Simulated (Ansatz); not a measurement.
# Rock-salt LiF: LA phonon frequency at X by level of theory

No measured value is used here.

```tsv
level (code)	value (cm⁻¹)	cell (Å³/atom)
LDA (Ansatz)	376	7.47
PBE (Ansatz)	327	8.42
r²SCAN (Ansatz)	…	7.94
```

Q: Complete the blanks.

A: 
- r²SCAN (Ansatz, a program for electronic structure), value (cm⁻¹): 362

Each level is taken at its own relaxed cell. Cutoffs differ between the levels. Ansatz's density-functional and Hartree–Fock values are scalar-relativistic unless marked +SOC, with PAW data made under PBE.
